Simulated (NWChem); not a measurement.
System: BF3; SMILES FB(F)F

NWChem printed, in part:

```
             Northwest Computational Chemistry Package (NWChem) 7.3.0
             --------------------------------------------------------

 C3H symmetry detected

                             Geometry "geometry" -> ""
                             -------------------------

 Output coordinates in angstroms (scale by  1.889725989 to convert to a.u.)

  No.       Tag          Charge          X              Y              Z
 ---- ---------------- ---------- -------------- -------------- --------------
    1 B                    5.0000    -0.00000000    -0.00000000     0.00000000
    2 F                    9.0000    -1.26815323     0.33311759     0.00000000
    3 F                    9.0000     0.92256491     0.93169412     0.00000000
    4 F                    9.0000     0.34558832    -1.26481171     0.00000000

 Effective nuclear repulsion energy (a.u.)     111.1067842582

      Symmetry information
      --------------------

 Group name             C3h
 Group number             22
 Group order               6
 No. of unique centers     2

  xc_inp: hfexch multiplicative factor not found.

                                 NWChem DFT Module
                                 -----------------

 Summary of "ao basis" -> "ao basis" (spherical)
 ------------------------------------------------------------------------------
       Tag                 Description            Shells   Functions and Types
 ---------------- ------------------------------  ------  ---------------------
 B                         def2-tzvpp               11       31   5s3p2d1f
 F                         def2-tzvpp               11       31   5s3p2d1f

      Symmetry analysis of basis
      --------------------------

        a'         30
        e'+        27
        e'-        27
        a"         14
        e"+        13
        e"-        13

  Rotation of axis

            General Information
            -------------------
          SCF calculation type: DFT
          Wavefunction type:  closed shell.
          No. of atoms     :     4
          No. of electrons :    32
           Alpha electrons :    16
            Beta electrons :    16
          Charge           :     0
          Spin multiplicity:     1
          Use of symmetry is: on ; symmetry adaption is: on
          Maximum number of iterations: 150
          AO basis - number of functions:   124
                     number of shells:    44
          Convergence on energy requested:  1.00D-06
          Convergence on density requested:  1.00D-05
          Convergence on gradient requested:  5.00D-04

              XC Information
              --------------
                     Hartree-Fock (Exact) Exchange  1.000

      Superposition of Atomic Density Guess
      -------------------------------------

 Sum of atomic energies:        -322.78894796

      Non-variational initial energy
      ------------------------------

 Total energy =    -323.682247
 1-e energy   =    -670.333881
 2-e energy   =     235.544850
 HOMO         =      -0.630747
 LUMO         =       0.051503

      Symmetry analysis of molecular orbitals - initial
      -------------------------------------------------

  Numbering of irreducible representations:

     1 a'          2 e'+         3 e'-         4 a"          5 e"+
     6 e"-

  Orbital symmetries:

     1 a'          2 e'+         3 e'+         4 a'          5 a'
     6 e'+         7 e'+         8 a'          9 e'+        10 e'+
    11 a"         12 e'+        13 e'+        14 e"+        15 e"+
    16 a'         17 a'         18 a"         19 e'+        20 e'+
    21 a"         22 a'         23 e'+        24 e'+        25 a'
    26 e'+

     ---------------------------------------------
      Total Density - Mulliken Population Analysis
     ---------------------------------------------

    Atom       Charge   Shell Charges
 -----------   ------   -------------------------------------------------------
    1 B    5     3.76   0.91  1.07  0.43  0.18  0.02  0.61  0.20  0.04  0.14  0.11  0.06
    2 F    9     9.41   0.77  1.20  0.61  0.99  0.32  2.35  2.32  0.85  0.00  0.01  0.00
    3 F    9     9.41   0.77  1.20  0.61  0.99  0.32  2.35  2.32  0.85  0.00  0.01  0.00
    4 F    9     9.41   0.77  1.20  0.61  0.99  0.32  2.35  2.32  0.85  0.00  0.01  0.00

   convergence    iter        energy       DeltaE   RMS-Dens  Diis-err
 ---------------- ----- ----------------- --------- --------- ---------
 d= 0,ls=0.0,diis     1   -323.2741387461 -4.34D+02  3.48D-03  7.65D-01
 d= 0,ls=0.0,diis     2   -323.3291346067 -5.50D-02  1.03D-03  2.23D-01
 d= 0,ls=0.0,diis     3   -323.3436261909 -1.45D-02  2.49D-04  3.03D-03
 d= 0,ls=0.0,diis     4   -323.3439558959 -3.30D-04  6.41D-05  1.34D-04
 d= 0,ls=0.0,diis     5   -323.3439751393 -1.92D-05  1.08D-05  3.50D-06
 d= 0,ls=0.0,diis     6   -323.3439759418 -8.03D-07  2.62D-06  1.57D-07

         Total DFT energy =     -323.343975941844
      One electron energy =     -671.997715939826
           Coulomb energy =      271.864779664862
    Exchange-Corr. energy =      -34.317823925035
 Nuclear repulsion energy =      111.106784258155

 Numeric. integr. density =        0.000000000000

                  Occupations of the irreducible representations
                  ----------------------------------------------

                     irrep           alpha         beta
                     --------     --------     --------
                     a'                5.0          5.0
                     e'+               8.0          8.0
                     e'-               0.0          0.0
                     a"                1.0          1.0
                     e"+               2.0          2.0
                     e"-               0.0          0.0

                       DFT Final Molecular Orbital Analysis
                       ------------------------------------

 Vector   14  Occ=2.000000D+00  E=-6.872036D-01  Symmetry=e"+
              MO Center=  5.7D-01,  2.7D-01, -6.0D-15, r^2= 1.7D+00
   Bfn.  Coefficient  Atom+Function         Bfn.  Coefficient  Atom+Function
  ----- ------------  ---------------      ----- ------------  ---------------
    70      0.395866  3 F  pz                73      0.348623  3 F  pz
   101     -0.257693  4 F  pz               104     -0.226939  4 F  pz
    76      0.196438  3 F  pz                39     -0.138173  2 F  pz
   107     -0.127873  4 F  pz                42     -0.121684  2 F  pz
    45     -0.068565  2 F  pz                16      0.031108  1 B  d -1

 Vector   15  Occ=2.000000D+00  E=-6.872036D-01  Symmetry=e"+
              MO Center= -5.7D-01, -2.7D-01, -3.5D-15, r^2= 1.7D+00
   Bfn.  Coefficient  Atom+Function         Bfn.  Coefficient  Atom+Function
  ----- ------------  ---------------      ----- ------------  ---------------
    39      0.377332  2 F  pz                42      0.332301  2 F  pz
   101     -0.308328  4 F  pz               104     -0.271532  4 F  pz
    45      0.187241  2 F  pz               107     -0.152999  4 F  pz
    70     -0.069004  3 F  pz                73     -0.060769  3 F  pz
    76     -0.034242  3 F  pz                18      0.031108  1 B  d  1

 Vector   16  Occ=2.000000D+00  E=-6.630071D-01  Symmetry=a'
              MO Center=  1.8D-14, -5.2D-15,  2.6D-21, r^2= 2.1D+00
   Bfn.  Coefficient  Atom+Function         Bfn.  Coefficient  Atom+Function
  ----- ------------  ---------------      ----- ------------  ---------------
    38      0.287859  2 F  py                99     -0.287101  4 F  px
    41      0.247776  2 F  py               102     -0.247123  4 F  px
    68      0.211486  3 F  px                69     -0.209414  3 F  py
    71      0.182037  3 F  px                72     -0.180254  3 F  py
    44      0.148409  2 F  py               105     -0.148018  4 F  px

 Vector   17  Occ=0.000000D+00  E= 1.011646D-01  Symmetry=a'
              MO Center=  2.3D-14, -2.6D-15, -2.8D-15, r^2= 6.3D+00
   Bfn.  Coefficient  Atom+Function         Bfn.  Coefficient  Atom+Function
  ----- ------------  ---------------      ----- ------------  ---------------
     4      2.807443  1 B  s                  5     -2.333771  1 B  s
     3     -0.371119  1 B  s                 22     -0.304401  1 B  d  0
    36     -0.304109  2 F  s                 67     -0.304109  3 F  s
    98     -0.304109  4 F  s                 43     -0.273716  2 F  px
   106     -0.272995  4 F  py                75      0.201095  3 F  py

 Vector   18  Occ=0.000000D+00  E= 1.388411D-01  Symmetry=a"
              MO Center= -5.0D-16,  6.2D-16,  6.4D-15, r^2= 5.7D+00
   Bfn.  Coefficient  Atom+Function         Bfn.  Coefficient  Atom+Function
  ----- ------------  ---------------      ----- ------------  ---------------
    14      1.167085  1 B  pz                45     -0.225489  2 F  pz
    76     -0.225489  3 F  pz               107     -0.225489  4 F  pz
     8      0.172937  1 B  pz                39     -0.119804  2 F  pz
    70     -0.119804  3 F  pz               101     -0.119804  4 F  pz
    42     -0.081853  2 F  pz                73     -0.081853  3 F  pz

[...]

                         DFT ENERGY GRADIENTS

    atom               coordinates                        gradient
                 x          y          z           x          y          z
   1 B      -0.000000  -0.000000   0.000000    0.000000   0.000000  -0.000000
   2 F      -2.396462   0.629501   0.000000   -0.017501   0.004597   0.000000
   3 F       1.743395   1.760647   0.000000    0.012731   0.012857   0.000000
   4 F       0.653067  -2.390148   0.000000    0.004769  -0.017454   0.000000
```

Level: Hartree-Fock/def2-TZVPP. All runs use the structure optimised with PBE0-D3(BJ)/def2-TZVP.

**Question.** Which NWChem input produces such a log?

**Answer.** One answer among several that fit: the input that was run:
```
start job
memory heap 200 mb stack 900 mb global 1100 mb
geometry units angstroms noautoz
  B      0.000000     0.000000    -0.002283
  F     -0.346040    -1.264688     0.000341
  F     -0.922233     0.932023     0.000341
  F      1.268272     0.332665     0.000341
end
basis spherical
  * library def2-tzvpp
end
dft
  xc hfexch
  iterations 150
  mulliken
end
task dft gradient
```
